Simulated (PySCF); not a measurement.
diphosphorus anion (P2), SMILES P#P (connectivity only; charge and spin as stated), charge -1, multiplicity 2.

Coordinates come from a r2SCAN-D4/def2-TZVPD optimisation. The multiplicity is an assumed one; other spin states were not compared.

These are PBE/def2-TZVPD run with PySCF values and carry that method's errors.

 A positive occupied level means that this level leaves the electron formally unbound; only the finite basis holds it.

Computed frontier levels, dipole moment:
```yaml
"α spin, highest occupied and lowest empty level": 2.26 and 2.36 eV
"β spin, highest occupied and lowest empty level": -0.18 and 2.54 eV
dipole_moment_about_the_centre_of_nuclear_charge: 0.00 D
"⟨S²⟩": 0.753 (pure state 0.75)
```
